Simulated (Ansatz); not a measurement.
# BH₃Cl (doublet): wave-function methods side by side at distance B1–H4 along a hydrogen transfer = 1.194 Å, cc-pVDZ

One table from this session's results is given with a row withheld; the runs are named, their logs left out.

Method: cc-pVDZ, core rule «outside noble gas», up to 6 orbitals frozen; program: Ansatz 0.2.0, Gaussian basis.

Plan: UHF; CCSD(T) on ROHF; CCSD(T) on UHF; BCCD(T) on ROHF; CISD; CCSDT(Q) on ROHF; CCSDT(Q) on UHF; CASSCF and MRCISD+Q, 3 electrons in 3 orbitals; CASSCF and NEVPT2, 3 electrons in 3 orbitals.

19 further runs of the same task are left out: 9 for a known fault of the program, 1 for a mislabelled method, 5 that didn't finish, 4 set aside as unsound or not needed.

### The system

The geometry derives from fragments relaxed apart (PBE0/def2-TZVP) and kept rigid, so it is no stationary point. A hydrogen atom is moved between rigid fragments.

5 atoms, charge 0, spin multiplicity 2.

Atoms are counted from 1 here; the program's logs count them from 0.

Bond lengths: B1–H2 1.193 Å, B1–H3 1.193 Å, B1–H4 1.193 Å. Angles: H2–B1–H3 120.0°, H2–B1–H4 120.0°, H3–B1–H4 120.0°.

Set-up of the first run:

Contents of in.yaml:

```yaml
crystal:
  periodic: [false, false, false]
  atoms:
    - {symbol: B, position_ang: [-2.052898, 0.000000, 0.000000]}
    - {symbol: H, position_ang: [-2.649631, 1.033571, 0.000000]}
    - {symbol: H, position_ang: [-2.649631, -1.033571, 0.000000]}
    - {symbol: H, position_ang: [-0.859433, 0.000000, 0.000000]}
    - {symbol: Cl, position_ang: [0.801102, 0.000000, 0.000000]}
basis:
  gaussian: {orbitals: cc-pVDZ}
magnetization: {spin_polarized: true, initial_magnetization: 1}
hamiltonian: {xc: hf}
output: {orbitals: {seedname: orbitals}}
```

The run is started by

```
$ ansatz run in.yaml --threads 1 --pin off --events-out ev --progress --plain --max-ram 2393MiB
```

Among the steps run: UHF; CCSD(T) on ROHF; CCSD(T) on UHF; BCCD(T) on ROHF; CISD; CCSDT(Q) on ROHF; CCSDT(Q) on UHF; CASSCF and MRCISD+Q, 3 electrons in 3 orbitals; CASSCF and NEVPT2, 3 electrons in 3 orbitals.

One of the session's tables, all rows but one given; the rest of the session is left out.

```
   method  from UCCSDT(Q) (meV)
     ROHF               +7269.5
      UHF               +7094.4
     RMP2               +1168.3
     UMP2                     ?
     CISD                +698.2
    RCCSD                +145.4
    UCCSD                +141.7
 RCCSD(T)                 +28.2
 UCCSD(T)                 +28.3
  BCCD(T)                 +28.4
   RCCSDT                  +8.5
   UCCSDT                  +8.1
RCCSDT(Q)                  +0.3
UCCSDT(Q)                     0
```

Q: Estimate the row for UMP2 from the others.

The run gave: from UCCSDT(Q) (meV): +1196.9. In the column «from UCCSDT(Q) (meV)» it lies between RMP2 (+1168.3) and UHF (+7094.4).

Left out of the table: CASSCF pair, NEVPT2 pair, MRCISD pair, MRCISD+Q pair (the active space lost an orbital or holds another state than full CI finds).

To keep in mind: Restricted and unrestricted rows rest on different reference determinants; where their highest levels disagree by more than a few hundredths of an eV, they describe different states and don't form one ladder. Warnings in the runs' records: passed over end.
